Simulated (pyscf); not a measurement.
H₃C–C•=NH -> H₃C–C≡N + H•, a bond scission (doublet surface; H–N broken, none formed). PySCF, gas phase, ωB97X-D3(BJ)/def2-SVP geometries. MP2 and CC: frozen core, UHF for open shells. ΔMP2 is the change of the MP2 total energy from the triple- to the quadruple-zeta basis. Energies in kcal/mol from the reactant's lowest minimum found.

Small-basis levels: PySCF, no dispersion term, spherical d functions. AM1 to PM7: differences of heats of formation from MOPAC. Open shells are spin-unrestricted. 

```
level                             barrier  reaction energy
--------------------------------  -------  ---------------
HF/STO-3G                            35.5            +23.5
BP86/6-31G*                          22.1            +20.8
B3LYP/STO-3G                         28.5            +29.4
B3LYP/3-21G                          16.9            +13.7
B3LYP/6-31G*                         23.5            +18.6
B3LYP/6-311+G**                      24.4            +20.0
PM6                                  24.4            +25.1
CCSD(T)/def2-TZVPP + ΔMP2(QZVPP)     25.1            +15.9
```

Against the last row the barrier runs from -8.3 (B3LYP/3-21G) to +10.3 kcal/mol (HF/STO-3G). At B3LYP/STO-3G, PM6 this geometry lies under one side, so the entry may be no barrier of that level: it is a single point on another level's saddle. CCSD(T)/def2-TZVPP + ΔMP2(QZVPP) has limits of its own. This is the saddle that the search found; another between the same sides may lie lower. The CCSD(T) − MP2 part came from Ansatz, without density fitting, on the same reference. A UHF reference is spin-contaminated (<S²> up to 0.89), which harms MP2 most.
